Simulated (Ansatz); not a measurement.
**A ladder of methods for BH3O (SMILES BO)**

The species is BH3O (5 atoms), meant as a singlet with charge 0. As SMILES, `BO`. The shape is that of a PBE0-D4/def2-TZVP optimisation.

```xyz
5

B    -0.2266   -0.3528    0.0747
O     0.4135    0.8018    0.3459
H    -0.8203   -0.8655    0.9778
H    -0.1906   -0.8289   -1.0281
H     0.8740    1.1718   -0.4117
```

Each level gives the energy change with the O2–H5 bond stretched from 0.961 to 1.201 Å (eV). The values are calculated.

```json
{"level": "HF/STO-3G (restricted)", "kind": "Hartree–Fock", "program": "Ansatz", "value (eV)": "1.03", "less CCSDT/STO-3G": "+0.56"}
{"level": "revPBE/STO-3G (restricted)", "kind": "GGA", "program": "Ansatz", "value (eV)": "0.36", "less CCSDT/STO-3G": "-0.11"}
{"level": "r2SCAN/STO-3G (restricted)", "kind": "meta-GGA", "program": "Ansatz", "value (eV)": "0.52", "less CCSDT/STO-3G": "+0.05"}
{"level": "B3LYP/STO-3G (restricted)", "kind": "global hybrid", "program": "Ansatz", "value (eV)": "0.51", "less CCSDT/STO-3G": "+0.04"}
{"level": "CAM-B3LYP/STO-3G (restricted)", "kind": "range-separated hybrid", "program": "Ansatz", "value (eV)": "0.58", "less CCSDT/STO-3G": "+0.11"}
{"level": "HSE06/STO-3G (restricted)", "kind": "range-separated hybrid", "program": "Ansatz", "value (eV)": "0.59", "less CCSDT/STO-3G": "+0.12"}
{"level": "B2PLYP/STO-3G (restricted)", "kind": "double hybrid", "program": "Ansatz", "value (eV)": "0.58", "less CCSDT/STO-3G": "+0.11"}
{"level": "RPA@PBE/STO-3G (restricted)", "kind": "RPA", "program": "Ansatz", "value (eV)": "0.38", "less CCSDT/STO-3G": "-0.09"}
{"level": "CCSD/STO-3G (restricted)", "kind": "coupled cluster or CI", "program": "Ansatz", "value (eV)": "0.48", "less CCSDT/STO-3G": "+0.01"}
{"level": "CCSDT/STO-3G (restricted)", "kind": "coupled cluster or CI", "program": "Ansatz", "value (eV)": "0.47", "less CCSDT/STO-3G": "0.00"}
```

Differences are taken from CCSDT/STO-3G (restricted) for orientation; it has basis-set and higher-order errors of its own. Its T1 diagnostic reaches 0.022, a sign that one reference may not serve. The first shape isn't each level's own minimum. The values span 0.36 to 1.03 eV. All rows use very small basis sets, so even the best lies far from the true value.
